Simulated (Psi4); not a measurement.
Psi4 input (PBE/pcseg-0):

```
memory 8100 MB

molecule {
0 1
H    -0.00000000   -0.00000000   -0.37201156
H     0.00000000    0.00000000    0.37201156
}

set {
  basis pcseg-0
  scf_type df
}

energy('pbe')
print_variables()
```

Output:

```
-----------------------------------------------------------------------
          Psi4: An Open-Source Ab Initio Electronic Structure Package
                               Psi4 1.11 release

    D. G. A. Smith, L. A. Burns, A. C. Simmonett, R. M. Parrish,
    M. C. Schieber, R. Galvelis, P. Kraus, H. Kruse, R. Di Remigio,
    A. Alenaizan, A. M. James, S. Lehtola, J. P. Misiewicz, M. Scheurer,
    R. A. Shaw, J. B. Schriber, Y. Xie, Z. L. Glick, D. A. Sirianni,
    J. S. O'Brien, J. M. Waldrop, A. Kumar, E. G. Hohenstein,
    B. P. Pritchard, B. R. Brooks, H. F. Schaefer III, A. Yu. Sokolov,
    K. Patkowski, A. E. DePrince III, U. Bozkaya, R. A. King,
    F. A. Evangelista, J. M. Turney, T. D. Crawford, C. D. Sherrill,
    J. Chem. Phys. 152(18) 184108 (2020). https://doi.org/10.1063/5.0006002

                            Additional Code Authors
    E. T. Seidl, C. L. Janssen, E. F. Valeev, M. L. Leininger,
    J. F. Gonthier, R. M. Richard, H. R. McAlexander, M. Saitow, X. Wang,
    P. Verma, M. H. Lechner, A. Jiang, S. Behnle, A. G. Heide,
    M. F. Herbst, D. L. Poole, T. Győri, E. C. Mitchell, J. P. Pederson,
    and A. M. Wallace

             Previous Authors, Complete List of Code Contributors,
                       and Citations for Specific Modules
    https://github.com/psi4/psi4/blob/master/codemeta.json
    https://github.com/psi4/psi4/graphs/contributors
    https://psicode.org/psi4manual/master/introduction.html#citing-psifour

    -----------------------------------------------------------------------

    Threads:    4
    Addons:     a̶d̶c̶c̶, a̶m̶b̶i̶t̶, b̶s̶e̶, c̶c̶t̶3̶, c̶f̶o̶u̶r̶, c̶h̶e̶m̶p̶s̶2̶, c̶p̶p̶e̶, d̶d̶x̶,
                d̶f̶t̶d̶3̶, d̶f̶t̶d̶4̶, dkh, ecpint, einsums, f̶o̶r̶t̶e̶, gauxc, g̶c̶p̶,
                g̶d̶m̶a̶, g̶e̶o̶m̶e̶t̶r̶i̶c̶, g̶p̶u̶_̶d̶f̶c̶c̶, i̶n̶t̶e̶g̶r̶a̶t̶o̶r̶x̶x̶,
                i̶p̶i̶, l̶i̶b̶e̶f̶p̶, m̶d̶i̶, m̶p̶2̶d̶, m̶r̶c̶c̶, ooo,
                o̶p̶e̶n̶f̶e̶r̶m̶i̶o̶n̶p̶s̶i̶4̶, pcmsolver, p̶s̶i̶4̶f̶o̶c̶k̶c̶i̶, p̶s̶i̶x̶a̶s̶,
                p̶y̶e̶i̶n̶s̶u̶m̶s̶, r̶e̶s̶p̶, s̶i̶m̶i̶n̶t̶, s̶n̶s̶m̶p̶2̶,
                v̶2̶r̶d̶m̶_̶c̶a̶s̶s̶c̶f̶

  ==> Input File <==

--------------------------------------------------------------------------
memory 8100 MB

molecule {
0 1
H    -0.00000000   -0.00000000   -0.37201156
H     0.00000000    0.00000000    0.37201156
}

set {
  basis pcseg-0
  scf_type df
}

energy('pbe')
print_variables()
--------------------------------------------------------------------------

   => Libint2 <=

    Primary   basis highest AM E, G, H:  7, 6, 3
    Auxiliary basis highest AM E, G, H:  7, 7, 4
    Onebody   basis highest AM E, G, H:  -, -, -
    Solid Harmonics ordering:            Gaussian

   => Loading Basis Set <=

    Name: PCSEG-0
    Role: ORBITAL
    Keyword: BASIS
    atoms 1-2 entry H          line    13 file pcseg-0.gbs

         ---------------------------------------------------------
                                   SCF
               by Justin Turney, Rob Parrish, Andy Simmonett
                          and Daniel G. A. Smith
                              RKS Reference
                        4 Threads,   7724 MiB Core
         ---------------------------------------------------------

  ==> Geometry <==

    Molecular point group: d2h
    Full point group: D_inf_h

    Geometry (in Angstrom), charge = 0, multiplicity = 1:

       Center              X                  Y                   Z               Mass
    ------------   -----------------  -----------------  -----------------  -----------------
         H            0.000000000000     0.000000000000    -0.372011560000     1.007825032230
         H            0.000000000000     0.000000000000     0.372011560000     1.007825032230

  Running in d2h symmetry.

  Rotational constants: A = ************  B =     60.43221  C =     60.43221 [cm^-1]
  Rotational constants: A = ************  B = 1811712.12794  C = 1811712.12794 [MHz]
  Nuclear repulsion =    0.711237589861455

  Charge       = 0
  Multiplicity = 1
  Electrons    = 2
  Nalpha       = 1
  Nbeta        = 1

  ==> Algorithm <==

  SCF Algorithm Type is DF.
  DIIS enabled.
  MOM disabled.
  Fractional occupation disabled.
  Guess Type is SAD.
  Energy threshold   = 1.00e-06
  Density threshold  = 1.00e-06
  Integral threshold = 1.00e-12

  ==> Primary Basis <==

  Basis Set: PCSEG-0
    Blend: PCSEG-0
    Number of shells: 4
    Number of basis functions: 4
    Number of Cartesian functions: 4
    Spherical Harmonics?: true
    Max angular momentum: 0

  ==> DFT Potential <==

   => LibXC <=

    Version 7.1.2
    S. Lehtola, C. Steigemann, M. J. T. Oliveira, and M. A. L. Marques,  SoftwareX 7, 1–5 (2018) (10.1016/j.softx.2017.11.002)

   => Composite Functional: PBE <=

    PBE GGA Exchange-Correlation Functional

    J.P. Perdew et. al., Phys. Rev. Lett., 77(18), 3865-3868, 1996

    Deriv               =              1
    GGA                 =           TRUE
    Meta                =          FALSE

    Exchange Hybrid     =          FALSE
    MP2 Hybrid          =          FALSE

   => Exchange Functionals <=

    1.0000     XC_GGA_X_PBE

   => Correlation Functionals <=

    1.0000     XC_GGA_C_PBE

   => LibXC Density Thresholds  <==

    XC_GGA_C_PBE:  1.00E-12
    XC_GGA_X_PBE:  1.00E-15

   => Molecular Quadrature <=

    Radial Scheme          =       TREUTLER
    Pruning Scheme         =           NONE
    Nuclear Scheme         =       TREUTLER

    Blocking Scheme        =         OCTREE
    BS radius alpha        =              1
    Pruning alpha          =              1
    Radial Points          =             75
    Spherical Points       =            302
    Total Points           =          44640
    Total Blocks           =            392
    Max Points             =            256
    Max Functions          =              4
    Weights Tolerance      =       1.00E-15

   => Loading Basis Set <=

    Name: (PCSEG-0 AUX)
    Role: JKFIT
    Keyword: DF_BASIS_SCF
    atoms 1-2 entry H          line    18 file def2-universal-jkfit.gbs

  ==> Integral Setup <==

  DFHelper Memory: AOs need 0.000 GiB; user supplied 5.652 GiB.
  SCF_SUBTYPE=INCORE selected. In-core MEM_DF algorithm will be used.
  Using in-core AOs.

  ==> MemDFJK: Density-Fitted J/K Matrices <==

    J tasked:                   Yes
    K tasked:                    No
    wK tasked:                   No
    OpenMP threads:               4
    Algorithm:                 Core
    Schwarz Cutoff:           1E-12
    Mask sparsity (%):       0.0000
    Fitting Condition:        1E-10

   => Auxiliary Basis Set <=

  Basis Set: (PCSEG-0 AUX)
    Blend: DEF2-UNIVERSAL-JKFIT
    Number of shells: 12
    Number of basis functions: 36
    Number of Cartesian functions: 40
    Spherical Harmonics?: true
    Max angular momentum: 2

  Cached 100.0% of DFT collocation blocks in 0.005 [GiB].

  Minimum eigenvalue in the overlap matrix is 3.2817080336E-01.
  Reciprocal condition number of the overlap matrix is 1.9629445641E-01.
    Using symmetric orthogonalization.

  ==> Pre-Iterations <==

  SCF Guess: Superposition of Atomic Densities via on-the-fly atomic UHF (no occupation information).

   -------------------------
    Irrep   Nso     Nmo
   -------------------------
     Ag         2       2
     B1g        0       0
     B2g        0       0
     B3g        0       0
     Au         0       0
     B1u        2       2
     B2u        0       0
     B3u        0       0
   -------------------------
    Total       4       4
   -------------------------

  ==> Iterations <==

                           Total Energy        Delta E     RMS |[F,P]|

   @DF-RKS iter SAD:    -0.94623457739828   -9.46235e-01   0.00000e+00
   @DF-RKS iter   1:    -1.14871015288207   -2.02476e-01   3.05898e-02 ADIIS/DIIS
   @DF-RKS iter   2:    -1.15543991586980   -6.72976e-03   8.89677e-03 ADIIS/DIIS
   @DF-RKS iter   3:    -1.15604531384982   -6.05398e-04   1.88456e-04 ADIIS/DIIS
   @DF-RKS iter   4:    -1.15604558655505   -2.72705e-07   1.28901e-06 DIIS
   @DF-RKS iter   5:    -1.15604558656781   -1.27578e-11   1.18796e-09 DIIS
  Energy and wave function converged.

  ==> Post-Iterations <==

   Electrons on quadrature grid:
      Ntotal   =    1.9999999998 ; deviation = -2.384e-10

    Orbital Energies [Eh]
    ---------------------

    Doubly Occupied:

       1Ag    -0.382747

    Virtual:

       1B1u    0.060017     2Ag     0.429879     2B1u    0.883970

    Final Occupation by Irrep:
             Ag   B1g   B2g   B3g    Au   B1u   B2u   B3u
    DOCC [     1,    0,    0,    0,    0,    0,    0,    0 ]
    NA   [     1,    0,    0,    0,    0,    0,    0,    0 ]
    NB   [     1,    0,    0,    0,    0,    0,    0,    0 ]

  @DF-RKS Final Energy:    -1.15604558656781

   => Energetics <=

    Nuclear Repulsion Energy =              0.7112375898614546
    One-Electron Energy =                  -2.4797402909043038
    Two-Electron Energy =                   1.2958292335667760
    DFT Exchange-Correlation Energy =      -0.6833721190917327
    Empirical Dispersion Energy =           0.0000000000000000
    VV10 Nonlocal Energy =                  0.0000000000000000
    Total Energy =                         -1.1560455865678061

Computation Completed

Properties will be evaluated at   0.000000,   0.000000,   0.000000 [a0]

Properties computed using the SCF density matrix

 Multipole Moments:

 ------------------------------------------------------------------------------------
     Multipole            Electronic (a.u.)      Nuclear  (a.u.)        Total (a.u.)
 ------------------------------------------------------------------------------------

 L = 1.  Multiply by 2.5417464519 to convert [e a0] to [Debye]
 Dipole X            :          0.0000000            0.0000000            0.0000000
 Dipole Y            :          0.0000000            0.0000000            0.0000000
 Dipole Z            :          0.0000000            0.0000000            0.0000000
 Magnitude           :                                                    0.0000000

 ------------------------------------------------------------------------------------

  Variable Map:
  ----------------------------------------------------------------------------
  "CURRENT ENERGY"              =>      -1.156045586568
  "CURRENT REFERENCE ENERGY"    =>      -1.156045586568
  "DD SOLVATION ENERGY"         =>       0.000000000000
  "DFT FUNCTIONAL TOTAL ENERGY" =>      -1.156045586568
  "DFT TOTAL ENERGY"            =>      -1.156045586568
  "DFT VV10 ENERGY"             =>       0.000000000000
  "DFT XC ENERGY"               =>      -0.683372119092
  "GRID ELECTRONS ALPHA"        =>       0.999999999881
  "GRID ELECTRONS BETA"         =>       0.999999999881
  "GRID ELECTRONS TOTAL"        =>       1.999999999762
  "NUCLEAR REPULSION ENERGY"    =>       0.711237589861
  "ONE-ELECTRON ENERGY"         =>      -2.479740290904
  "PCM POLARIZATION ENERGY"     =>       0.000000000000
  "PE ENERGY"                   =>       0.000000000000
  "SCF ITERATION ENERGY"        =>      -1.156045586568
  "SCF ITERATIONS"              =>       5.000000000000
  "SCF TOTAL ENERGY"            =>      -1.156045586568
  "TWO-ELECTRON ENERGY"         =>       1.295829233567
  "XC GRID RADIAL POINTS"       =>      75.000000000000
  "XC GRID SPHERICAL POINTS"    =>     302.000000000000
  "XC GRID TOTAL POINTS"        =>   44640.000000000000

  Array Variable Map:
  ----------------------------------------------------------------------------
  "CURRENT DIPOLE"              =>       0.000000000000 ... 0.000000000000 1 by 3
  "SCF DIPOLE"                  =>       0.000000000000 ... 0.000000000000 1 by 3
  "SCF TOTAL ENERGIES"          =>      -0.946234577398 ... -1.156045586568 1 by 6

*** Psi4 exiting successfully. Buy a developer a beer!
```
